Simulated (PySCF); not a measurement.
methanethiol cation (CH4S), SMILES CS (connectivity only; charge and spin as stated), charge +1, multiplicity 2. Atoms are numbered in the order given.

```xyz
6

C      0.0120     1.1207     0.0000
S     -0.0907    -0.6382     0.0000
H      0.5714     1.4427     0.8887
H     -1.0016     1.5187     0.0000
H      0.5714     1.4427    -0.8887
H      1.2382    -0.9166     0.0000
```
Charge +1, spin multiplicity 2.

Coordinates come from a PBE0-D3(BJ)/def2-TZVP optimisation. The spin state was assumed, not searched.

Computed with B3LYP/def2-TZVPD run with PySCF.

Mulliken values depend strongly on the basis, most of all with diffuse functions as here. ESP charges are fitted to the potential on shells at 1.4 to 2.0 van der Waals radii. Atomic charges (e):

| atom | ESP fit | Mulliken | meta-Löwdin | Mulliken spin |
|---|---|---|---|---|
| C1 | -0.43 | -0.67 | -0.41 | -0.06 |
| S2 | 0.48 | 0.35 | 0.65 | 0.97 |
| H3 | 0.24 | 0.36 | 0.20 | 0.06 |
| H4 | 0.26 | 0.32 | 0.19 | 0.00 |
| H5 | 0.24 | 0.36 | 0.20 | 0.06 |
| H6 | 0.21 | 0.28 | 0.16 | -0.02 |
